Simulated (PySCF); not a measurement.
Nitric acid, HNO3.
Numbering: `[O:1]=[N+:2]([O-:3])[OH:4]` (hydrogens: H5 on O4)

The same species was optimised twice, with GFN2-xTB and with PBE0-D3(BJ)/def2-SVP (PySCF), and the same property calculations (PySCF, gas phase) were run on both structures.

```tsv
coordinate	GFN2-xTB	PBE0-D3(BJ)/def2-SVP	change
O1=N2 (Å)	1.185	1.200	+0.015
N2–O4 (Å)	1.391	1.378	-0.013
N2–O3 (Å)	1.175	1.186	+0.011
O4–H5 (Å)	0.973	0.972	-0.001
N2–O4–H5 (°)	111.0	103.6	-7.4
O1–N2–O4 (°)	115.3	115.7	+0.4
O1–N2–O3 (°)	130.4	130.0	-0.4
O3–N2–O4 (°)	114.4	114.3	-0.1
```

Rotational constants: A = 13591, B = 12291, C = 6454 MHz (GFN2-xTB) against A = 13312, B = 12467, C = 6438 MHz (PBE0-D3(BJ)/def2-SVP). Point groups within 0.08 Å: Cs and Cs.

On the GFN2-xTB structure: HOMO (eV) -9.47 [PBE0/pcSseg-1]; LUMO (eV) -1.72 [PBE0/pcSseg-1]; dipole (D) 2.50 [PBE0/pcSseg-1]; GIAO shielding of O1/O3 (mean) (ppm) -147.6 [PBE0/pcSseg-1]; GIAO shielding of N2 (ppm) -78.6 [PBE0/pcSseg-1]; GIAO shielding of O4 (ppm) -29.8 [PBE0/pcSseg-1].

Q: What do these properties become on the PBE0-D3(BJ)/def2-SVP structure?

A: 
| property | level | on GFN2-xTB | on PBE0-D3(BJ)/def2-SVP | change |
| --- | --- | --- | --- | --- |
| HOMO (eV) | PBE0/pcSseg-1 | -9.47 | -9.49 | -0.02 |
| LUMO (eV) | PBE0/pcSseg-1 | -1.72 | -1.89 | -0.17 |
| dipole (D) | PBE0/pcSseg-1 | 2.50 | 2.48 | -0.02 |
| energy, GFN2-xTB geometry as zero (kcal/mol) | PBE0/pcSseg-1 | 0.0 | -1.7 | -1.7 |
| GIAO shielding of O1/O3 (mean) (ppm) | PBE0/pcSseg-1 | -147.6 | -168.5 | -20.9 |
| GIAO shielding of N2 (ppm) | PBE0/pcSseg-1 | -78.6 | -89.0 | -10.4 |
| GIAO shielding of O4 (ppm) | PBE0/pcSseg-1 | -29.8 | -35.4 | -5.6 |

The heavy atoms differ by 0.009 Å rms after alignment. Among all bonds O1=N2 changes most (+0.015 Å). Changes are differences of the printed values. Neither structure is proved a minimum here.

Shape of the structure used: `[O:1]=[N+:2]([O-:3])[OH:4]`: H–O4–N2–O1 0°.
